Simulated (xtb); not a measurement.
# GFN1-xTB (ALPB toluene) run of C2H6N2O (SMILES C/N=C(\N)O)

We compute a structure relaxation of C2H6N2O. 

The results are computed with xtb 6.7.1.

4 further runs of the same task are left out: 4 set aside as unsound or not needed.

## (1) Starting point

C2H6N2O has 11 atoms, charge 0, and is taken as a singlet. SMILES: `C/N=C(\N)O`. The coordinates come from a GFN2-xTB relaxation. This is one conformer, not always the lowest. The run starts from this shape.

Bond lengths: C1–N2 1.440 Å, N2–C3 1.264 Å, C3–N4 1.371 Å, C3–O5 1.351 Å, C1–H6 1.089 Å, C1–H7 1.096 Å, C1–H8 1.094 Å, N4–H9 1.007 Å, N4–H10 1.005 Å, O5–H11 0.966 Å. Some angles: C1–N2–C3 120.7°, N2–C3–N4 128.8°, N2–C3–O5 118.9°, N4–C3–O5 112.2°, N2–C1–H6 107.2°, N2–C1–H7 111.8°, N2–C1–H8 112.0°, C3–N4–H9 115.7°, C3–N4–H10 117.1°, C3–O5–H11 107.6°.

## (2) A geometry optimisation at GFN1-xTB (ALPB toluene)

Input file struc.xyz:

```xyz
11

C     -1.396520    -0.100330     0.733450
N     -0.354420    -0.865310     0.099110
C      0.646950    -0.290010    -0.415580
N      0.913270     1.052120    -0.508860
O      1.593690    -1.041250    -1.018710
H     -2.168960    -0.802340     1.043630
H     -1.031230     0.428370     1.621700
H     -1.838490     0.633920     0.052700
H      1.848330     1.293040    -0.792880
H      0.488590     1.652390     0.176820
H      1.298790    -1.960610    -0.991370
```

Launch:

```console
$ xtb struc.xyz -o --gfn 1 --alpb toluene | tee out.txt
```

Q: Predict the results. Wanted: total energy at the end; dipole moment; HOMO energy; LUMO energy; HOMO–LUMO gap; dispersion energy; solvent term in the energy.

Computed results:

At GFN1-xTB (ALPB toluene):

| quantity | value |
| --- | --- |
| total energy at the end | -18.57054 Eh |
| dipole moment | 2.45 D |
| HOMO energy | -11.02 eV |
| LUMO energy | -5.88 eV |
| HOMO–LUMO gap | 5.14 eV |
| dispersion energy | -8.23 kJ/mol |
| solvent term in the energy | -31.0 kJ/mol |

At the final geometry: Bond lengths: C1–N2 1.457 Å, N2–C3 1.269 Å, C3–N4 1.378 Å, C3–O5 1.350 Å, C1–H6 1.090 Å, C1–H7 1.094 Å, C1–H8 1.094 Å, N4–H9 1.008 Å, N4–H10 1.006 Å, O5–H11 0.969 Å. Some angles: C1–N2–C3 118.0°, N2–C3–N4 127.9°, N2–C3–O5 119.6°, N4–C3–O5 112.4°, N2–C1–H6 108.2°, N2–C1–H7 110.6°, N2–C1–H8 111.0°, C3–N4–H9 113.1°, C3–N4–H10 115.1°, C3–O5–H11 108.1°. The optimisation took 7 steps and changed the energy by -0.022 eV. Mulliken charges run from -0.54 on O5 to +0.51 on C3.
